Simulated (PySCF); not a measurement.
**NH$_{3}$, singlet: reading a ladder of total energies**

Geometry: MP2(full)/6-31G*, from the G2/97 set.

```xyz
4

N     0.0000    0.0000    0.0689
H     0.0000    0.9397   -0.3194
H     0.8138   -0.4699   -0.3194
H    -0.8138   -0.4699   -0.3194
```

Basis cc-pVDZ; PySCF 2.14.0. Correlated methods freeze the noble-gas cores, which leaves 8 electrons in 28 orbitals. R marks a restricted (for open shells ROHF) determinant.

Full CI isn't at hand for all of this; RCCSDT(Q) serves as the reference, and is uncertain by about the last step of the cluster series.

```tsv
level	total energy (hartree)
RHF	-56.195486
RMP2	-56.382153
RCCSD	-56.398425
RCCSD(T)	-56.402253
RCCSDT	-56.402526
RCCSDT(Q)	-56.402863
```

Q: What is the correlation energy at RCCSDT(Q), and what share of it do RMP2 and RCCSD recover?

A: E(corr) = -56.402863 − (-56.195486) = -0.207377 hartree = -5.643 eV. RMP2: -0.186667 / -0.207377 = 90.01 %. RCCSD: -0.202939 / -0.207377 = 97.86 %.

Q: By how many kcal/mol does RCCSD(T) miss RCCSDT(Q) (1 hartree = 627.509 kcal/mol), and which steps make up the rest?

A: -56.402253 − (-56.402863) = 0.000610 hartree = 0.38 kcal/mol. Steps: RCCSDT − RCCSD(T) = -0.17, RCCSDT(Q) − RCCSDT = -0.21 kcal/mol. That is within 1 kcal/mol of the reference in this basis, which itself misses far more of the correlation at the basis-set limit.
